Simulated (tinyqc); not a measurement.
UHF in the sto-3g basis, for NH3+, spin multiplicity 2, step by step (part 4 of 4). This run ends on a higher stationary point, not on the lowest solution. Computed by tinyqc, a small Python program that keeps every step (integrals from PySCF). Command: `OMP_NUM_THREADS=1 python tinyqc.py 21433 21434 out.jsonl` (the two numbers bound the seeds that draw the settings). One thread of a shared host (Intel(R) Xeon(R) Processor @ 2.60GHz), about 0.2 s of CPU time with the checks.

Geometry (angstrom):
```
atom          x          y         z
N      0.000000   0.000000  0.326000
H      0.977000   0.000000  0.000000
H     -0.489000   0.847000  0.000000
H     -0.489000  -0.847000  0.000000
```

## Populations, bond orders and dipole

D(alpha) after iteration 16:
```
            1N 1s      1N 2s     1N 2px     1N 2py     1N 2pz      2H 1s      3H 1s      4H 1s
1N 1s    1.043897  -0.174562  -0.008155   0.000000  -0.042601  -0.030993  -0.029898  -0.029898
1N 2s   -0.174562   0.755833   0.043110   0.000000   0.233501   0.087694   0.062444   0.062444
1N 2px  -0.008155   0.043110   0.424957   0.000000  -0.035081   0.264436  -0.156971  -0.156971
1N 2py   0.000000   0.000000   0.000000   0.390917   0.000000   0.000000   0.248620  -0.248620
1N 2pz  -0.042601   0.233501  -0.035081   0.000000   0.879020  -0.094317  -0.112993  -0.112993
2H 1s   -0.030993   0.087694   0.264436   0.000000  -0.094317   0.180081  -0.073957  -0.073957
3H 1s   -0.029898   0.062444  -0.156971   0.248620  -0.112993  -0.073957   0.252765  -0.063475
4H 1s   -0.029898   0.062444  -0.156971  -0.248620  -0.112993  -0.073957  -0.063475   0.252765
```

D(beta) after iteration 16:
```
            1N 1s      1N 2s     1N 2px    1N 2py     1N 2pz      2H 1s      3H 1s      4H 1s
1N 1s    1.045362  -0.181444   0.008057  0.000000  -0.035857  -0.033774  -0.025647  -0.025647
1N 2s   -0.181444   0.781278  -0.036287  0.000000   0.195764   0.088324   0.061917   0.061917
1N 2px   0.008057  -0.036287   0.452168  0.000000   0.000735   0.280939  -0.134003  -0.134003
1N 2py   0.000000   0.000000   0.000000  0.000000   0.000000   0.000000   0.000000   0.000000
1N 2pz  -0.035857   0.195764   0.000735  0.000000   0.903417  -0.084298  -0.093438  -0.093439
2H 1s   -0.033774   0.088324   0.280939  0.000000  -0.084298   0.205337  -0.061859  -0.061859
3H 1s   -0.025647   0.061917  -0.134003  0.000000  -0.093438  -0.061859   0.056357   0.056357
4H 1s   -0.025647   0.061917  -0.134003  0.000000  -0.093439  -0.061859   0.056357   0.056357
```

overlap S:
```
           1N 1s     1N 2s     1N 2px     1N 2py     1N 2pz      2H 1s      3H 1s      4H 1s
1N 1s   1.000000  0.235038   0.000000   0.000000   0.000000   0.055987   0.055859   0.055859
1N 2s   0.235038  1.000000   0.000000   0.000000   0.000000   0.483775   0.483177   0.483177
1N 2px  0.000000  0.000000   1.000000   0.000000   0.000000   0.411180  -0.205445  -0.205445
1N 2py  0.000000  0.000000   0.000000   1.000000   0.000000   0.000000   0.355852  -0.355852
1N 2pz  0.000000  0.000000   0.000000   0.000000   1.000000  -0.137200  -0.136963  -0.136963
2H 1s   0.055987  0.483775   0.411180   0.000000  -0.137200   1.000000   0.193298   0.193298
3H 1s   0.055859  0.483177  -0.205445   0.355852  -0.136963   0.193298   1.000000   0.193033
4H 1s   0.055859  0.483177  -0.205445  -0.355852  -0.136963   0.193298   0.193033   1.000000
```

Mulliken: Z minus the diagonal of D S on the atom; Loewdin: the same with S^(1/2) D S^(1/2); Mayer order: 2 sum_s sum (D(s) S)_ij (D(s) S)_ji over the two atoms.

Charges (e):
```
atom   Mulliken    Loewdin  Mulliken spin
1N    -0.306800  -0.052269       0.501845
2H     0.336808   0.245519      -0.035494
3H     0.484996   0.403375       0.266824
4H     0.484996   0.403375       0.266824
```

Mayer bond orders:
```
pair     order
2-1   0.864251
3-1   0.648864
3-2   0.010525
4-1   0.648864
4-2   0.010525
4-3   0.034196
```

dipole moment about the origin, x y z (debye): -0.644267  0.000000  -1.119766

<S^2> of the determinant (pure state: 0.75) = 0.757402
